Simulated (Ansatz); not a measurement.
Input file:

```yaml
crystal:
  periodic: [false, false, false]
  atoms:
    - {symbol: B, position_ang: [-0.012229, -1.358252, -0.883550]}
    - {symbol: Ge, position_ang: [-0.013062, 0.038371, 0.768221]}
    - {symbol: P, position_ang: [0.034902, 0.384094, -1.493248]}
basis:
  gaussian: {orbitals: cc-pVDZ}
magnetization: {spin_polarized: false, initial_magnetization: 2}
hamiltonian: {pseudopotentials: {relativity: scalar}}
correlation: {method: mp2, electrons: outside_noble_gas}
scf: {lower_state_search: off}
output: {forces: true}
```

```sh
$ ansatz run in.yaml --threads 1 --pin off --events-out ev --progress --plain --max-ram 2393MiB
```

The program prints:

```
these checks for a lower state are left out or cut short: starts, cluster_reference, orbital_swaps, neighbouring_geometries, increment
655 factors; integrals over basis functions are off by at most 8.4e-4 eV
mean field evaluation 1: about -66898.2557 eV, gradient 9.1e0 eV
mean field evaluation 2: about -66898.4349 eV, gradient 9.2e0 eV
mean field evaluation 4: about -66899.3395 eV, gradient 3.0e0 eV
mean field evaluation 8: about -66899.5471 eV, gradient 7.3e-1 eV
mean field evaluation 16: about -66899.5589 eV, gradient 2.7e-6 eV
mean field -66899.55892079 eV, -2458.5134441894 hartree, gradient 2.9e-6 eV, S^2 2.000000; 0 other end points of the search recorded, 0 dependent functions left out
20 core orbitals not correlated: weight in the atoms' cores, before any rotation towards them, 1.000 or more for the frozen orbitals, at most 0.000 for the correlated occupied ones
reference -66899.55892079 eV, -2458.5134441894 hartree; 7, 5 occupied and 32, 34 virtual orbitals, 655 factors
second order -6.68466761 eV of doubles, -0.09560772 eV of singles
the calculation of the forces begins
Total energy: -66906.33919613 eV, -2458.7626147121 hartree
Relativity: scalar
Atom 0 at    -0.012229    -1.358252    -0.883550 Å, force     0.010157     0.275047    -0.246855 eV/Å
Atom 1 at    -0.013062     0.038371     0.768221 Å, force     0.002533     0.116951    -0.005982 eV/Å
Atom 2 at     0.034902     0.384094    -1.493248 Å, force    -0.012690    -0.391998     0.252837 eV/Å
Dipole moment:    -0.000051     0.148312     0.173345 e Å
Checks for a lower state left out: starts, cluster_reference, orbital_swaps, neighbouring_geometries, increment
```

Forces (eV/Å):
```
B    0.010  0.275 -0.247
Ge   0.003  0.117 -0.006
P   -0.013 -0.392  0.253
```

Ran on 1 thread of Arm Neoverse V2, shared host: 2.1 s wall, 0.18 GiB peak host memory.
